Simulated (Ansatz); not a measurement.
System: 1T (CdI2-type) ZrSe2. Method: PBEsol in Ansatz (PAW).

Numerical settings: plane-wave cutoff 560 eV, 12×12×6 k mesh (along the axes of the cell as run), Fermi–Dirac smearing 0.01 eV, scalar-relativistic PAW data made under PBE.

Starting structure:

```
ZrSe2
1.0
    3.77000     0.00000     0.00000
   -1.88500     3.26492     0.00000
    0.00000     0.00000     6.14000
Zr Se
1 2
Direct
  0.00000   0.00000   0.00000
  0.33333   0.66667   0.25500
  0.66667   0.33333   0.74500
```

Problem. Into what structure does the relaxation of cell and atoms lead at this level, with the symmetry of the start kept?

Solution. The volume drops by 2.2 %; final space group P-3m1.
```
ZrSe2
1.0
    3.72921     0.00000     0.00000
   -1.86460     3.22959     0.00000
    0.00000     0.00000     6.13811
Zr Se
1 2
Direct
  0.00000   0.00000   0.00000
  0.33333   0.66667   0.25862
  0.66667   0.33333   0.74138
```

Note: the cell comes from a level without a dispersion term, which matters for the spacing of layers, chains or molecules; the cell has widely spaced layers and the level no dispersion term, so their spacing and the moduli can rest on weak binding.

Ansatz is a program for electronic structure.
